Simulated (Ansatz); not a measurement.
Ideal-gas functions of `CBO` at 600 K and 1 bar, from an Ansatz frequency run at PBE0-D4/def2-TZVP.

Molar mass 43.86 g/mol, point group Cs (symmetry number 1), electronic degeneracy 1, moments of inertia 10.45, 58.46, 65.849 u Å². Harmonic wavenumbers (cm⁻¹, unscaled): 110, 386, 546, 770, 795, 929, 992, 1070, 1194, 1308, 1398, 1452, 1468, 2545, 3037, 3096, 3137, 3888.

Use S(trans) = R[1.5 ln M + 2.5 ln T − 1.1517]; rotational temperatures θ = 24.2544 K / I; S(rot) = R[ln(√π/σ · √(T³/θAθBθC)) + 1.5]; for each mode x = 1.438777 ν̃/T, S = R[x/(eˣ − 1) − ln(1 − e⁻ˣ)] and H = RT x/(eˣ − 1); 1 cm⁻¹ = 0.0119627 kJ/mol; R = 8.31446 J/(mol·K).

By hand: the entropy, in J/(mol·K).

Translation 170.5. Rotation: θ = 2.321, 0.4149, 0.3683 K, giving 101.3. Vibration, mode by mode: 19.42, 9.25, 6.64, 4.30, 4.10, 3.19, 2.83, 2.44, 1.93, 1.55, 1.31, 1.18, 1.14, 0.13, 0.05, 0.04, 0.04, 0.01, in all 59.6. Electronic 0.0. Sum 331.4 J/(mol·K).

By hand: H − E and G − E in kJ/mol, counted from the electronic energy.

Zero-point energy ½ × 28121 × 0.0119627 = 168.2; thermal vibration 20.2; translation, rotation and pV give 4 RT = 20.0. H − E = 208.4 kJ/mol, and G − E = 208.4 − 600 × 331.4/1000 = 9.6 kJ/mol.

Vibration gives 18 % of the entropy, 19.4 J/(mol·K) of it from the mode under 150 cm⁻¹: soft modes count most, and the harmonic formula is weakest for them. The sum counts one conformer and one mirror image; others add a mixing term.
